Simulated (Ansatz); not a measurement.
**C2H4O2: taking an electron away**

One table from this session's results is given with a row withheld; the runs are named, their logs left out.

Computed with Ansatz 0.2.0, Gaussian basis. Level: unrestricted cation, the program's frozen cores in correlated methods.

Levels to be run: UKS PBE-D4/def2-TZVPP; UKS r2SCAN-D4/def2-TZVPP; UKS PBE0-D4/def2-TZVPP; UKS B3LYP-D4/def2-TZVPP; UKS wB97X-V/def2-TZVPP; UKS wB97M-V/def2-TZVPP; UKS B2PLYP/def2-TZVPP; UHF-MP2/def2-TZVPP; UHF-MP2/def2-QZVPP; then −ε(HOMO) from the neutral's earlier runs with LDA (SPW92), PBE-D4, revPBE-D4, BLYP-D4, r2SCAN-D4, B97M-V, PBE0-D4, B3LYP-D4, r2SCANh-D4, r2SCAN0-D4, HSE06-D4, BHLYP-D4, CAM-B3LYP-D4, LC-ωPBE, ωB97X-V, ωB97M-V.

1 further run of the same task is left out (it didn't finish).

## The relaxed structure

The geometry comes from an earlier relaxation with PBE0-D4 in a triple-zeta def2 set; it is a stationary point, not always the lowest conformer.

SMILES `O=CCO`, 8 atoms, charge 0, spin multiplicity 1.

Atoms are counted from 1 here; the program's logs count them from 0.

Bond lengths: O1–C2 1.203 Å, C2–C3 1.497 Å, C2–H5 1.108 Å, C3–O4 1.387 Å, C3–H6 1.102 Å, C3–H7 1.102 Å, O4–H8 0.969 Å. Angles: O1–C2–C3 121.7°, O1–C2–H5 121.6°, C3–C2–H5 116.7°, C2–C3–O4 112.2°, C2–C3–H6 107.5°, C2–C3–H7 107.6°, O4–C3–H6 111.6°, O4–C3–H7 111.6°, H6–C3–H7 106.0°, C3–O4–H8 105.9°.

The first run:

The input, in.yaml:

```yaml
crystal:
  periodic: [false, false, false]
  atoms:
    - {symbol: O, position_ang: [-0.677367, -0.184904, -1.577906]}
    - {symbol: C, position_ang: [0.186047, 0.291998, -0.889576]}
    - {symbol: C, position_ang: [0.244733, 0.041198, 0.584656]}
    - {symbol: O, position_ang: [-0.787922, -0.777195, 1.017465]}
    - {symbol: H, position_ang: [0.977612, 0.938928, -1.315777]}
    - {symbol: H, position_ang: [1.230793, -0.397059, 0.808131]}
    - {symbol: H, position_ang: [0.225157, 1.020398, 1.089617]}
    - {symbol: H, position_ang: [-1.306854, -0.990463, 0.227587]}
basis:
  gaussian: {orbitals: def2-TZVPP}
total_charge: 1
magnetization: {spin_polarized: true, initial_magnetization: 1}
hamiltonian: {xc: pbe, dispersion: d4}
```

Command:

```sh
$ ansatz run in.yaml --threads 2 --pin off --events-out ev --progress --plain --max-ram 4352MiB
```

Among the steps run: Cation, UKS PBE-D4/def2-TZVPP; Cation, UKS r2SCAN-D4/def2-TZVPP; Cation, UKS PBE0-D4/def2-TZVPP; Cation, UKS B3LYP-D4/def2-TZVPP; Cation, UKS wB97X-V/def2-TZVPP; Cation, UKS wB97M-V/def2-TZVPP; Cation, UKS B2PLYP (frozen core)/def2-TZVPP; Cation, UHF-MP2/def2-TZVPP; Cation, UHF-MP2/def2-QZVPP.

One of the session's tables, all rows but one given; the rest of the session is left out.

Orbital estimates, from the neutral's runs:

| functional | −ε(HOMO) (eV) |
| --- | --- |
| LDA (SPW92) | 6.71 |
| PBE-D4 | 6.55 |
| revPBE-D4 | 6.49 |
| BLYP-D4 | 6.50 |
| r2SCAN-D4 | 6.85 |
| B97M-V | 7.01 |
| PBE0-D4 | ? |
| B3LYP-D4 | 7.95 |
| r2SCANh-D4 | 7.46 |
| r2SCAN0-D4 | 8.37 |
| HSE06-D4 | 7.75 |
| BHLYP-D4 | 9.75 |
| CAM-B3LYP-D4 | 9.66 |
| LC-ωPBE | 10.96 |
| ωB97X-V | 10.63 |
| ωB97M-V | 10.57 |

Estimate the missing values for PBE0-D4.

**Answer.** −ε(HOMO) (eV): 8.16. In the column «−ε(HOMO) (eV)» it lies between B3LYP-D4 (7.95) and r2SCAN0-D4 (8.37).
